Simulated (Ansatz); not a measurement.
Calculated with Ansatz (gas phase, PBE0-D4/def2-TZVP geometries, no zero-point term in ΔE). CCSD(T)/CBS is frozen-core, at the limit of the def2 triple- and quadruple-zeta sets. Functionals use def2-TZVPP. B3LYP here is the variant with VWN-RPA as its local correlation; programs differ in this. Open shells (•) are unrestricted, without spin–orbit coupling. Spin–orbit coupling would lower the free atoms: a little for F, O, Si. Each species was taken in one conformer, which may not be the lowest.

Consider the atomization: `O[Si]F` → F• + H• + O• + Si•.

`O[Si]F`:

Z-matrix (Å, degrees):
```
O
Si 1 1.637
H 1 0.963 2 120.3
F 2 1.620 1 101.6 3 0.0
```

| level | ΔE (eV) | difference from CCSD(T)/CBS |
| --- | --- | --- |
| r2SCANh-D4 | 16.12 | -0.45 |
| r2SCAN0-D4 | 15.80 | -0.77 |
| ωB97X-V | 16.45 | -0.12 |
| B3LYP | 16.24 | -0.33 |
| CAM-B3LYP | 16.47 | -0.10 |
| CCSD(T)/def2-QZVPP | 16.34 | -0.23 |
| CCSD/cc-pV(T+d)Z | 15.60 | -0.97 |
| CCSD/cc-pV(Q+d)Z | 16.00 | -0.57 |
| HF/CBS(cc) | 11.44 | -5.13 |
| CCSD(T)/CBS(cc) | 16.60 | 0.03 |
| CCSD(T)/CBS | 16.57 | 0 |

Largest T1 diagnostic among the species: 0.015.

In def2-TZVPP, CCSD(T) changes the Hartree–Fock value by +4.63 eV (the triples alone add +0.32 eV) and MP2 by +5.30 eV; breaking electron pairs costs correlation energy, which Hartree–Fock lacks. The D4 term adds +0.09 eV with B3LYP and +0.04 eV with PBE0; it sums over pairs of atoms, weighted by their polarisabilities, and B3LYP, whose exchange is more repulsive, gets the larger term.

CCSD(T)/CBS has its own doubt, a few kJ/mol and more with outer-core shells, so smaller differences from it don't rank the levels.
